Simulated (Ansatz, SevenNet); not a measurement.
Elastic constant C11 (GPa) along a series of related solids, from the machine-learned potential SevenNet-l3i5 (trained on PBE and PBE+U data); PBE (Ansatz, an electronic-structure program, PAW).

```json
[
 {"solid": "hcp Sc", "SevenNet-l3i5": "94.9", "PBE": "101", "measured": "99‡"},
 {"solid": "hcp Ti", "SevenNet-l3i5": "135", "PBE": "176", "measured": "176"},
 {"solid": "bcc Fe", "SevenNet-l3i5": "130", "PBE": "275", "measured": "243"},
 {"solid": "hcp Co", "SevenNet-l3i5": "155", "PBE": "352", "measured": "306‡"},
 {"solid": "fcc Ni", "SevenNet-l3i5": "282", "PBE": "283", "measured": "261"},
 {"solid": "fcc Cu", "SevenNet-l3i5": "182", "PBE": "178", "measured": "176"},
 {"solid": "hcp Zn", "SevenNet-l3i5": "122", "PBE": "177", "measured": "177"}
]
```

PBE less measured, from the printed values: hcp Sc +2.0 %, hcp Ti 0.0 %, bcc Fe +13.2 %, hcp Co +15.0 %, fcc Ni +8.4 %, fcc Cu +1.1 %, hcp Zn 0.0 %.

Members of the series are missing where a level wasn't run or failed, where a doubt is noted on the run or the magnetic state, for phases of high temperature or layered ones, and where values are held back for tests.

Ansatz's runs of these crystals have no spin polarisation, but for bcc Fe, hcp Co, fcc Ni.

Density-functional runs with spin start from parallel moments for bcc Fe, parallel moments for hcp Co, parallel moments for fcc Ni.

Each level is taken at its own relaxed cell. Ansatz's density-functional and Hartree–Fock values are scalar-relativistic unless marked +SOC, with PAW data made under PBE.

Measured values are for low temperature or corrected to a static lattice; ‡ marks uncorrected values at room or unstated temperature. References as tabulated in Mehl and Papaconstantopoulos (1996), arXiv:mtrl-th/9602003; Ferrari et al. (2019), arXiv:1905.01197; Sha and Cohen (2006), arXiv:cond-mat/0612308; Steinle-Neumann et al. (1999), arXiv:cond-mat/9904431 and others.

Machine-learned potentials (SevenNet-l3i5) are trained on DFT data: a solid inside that data is no test of them.
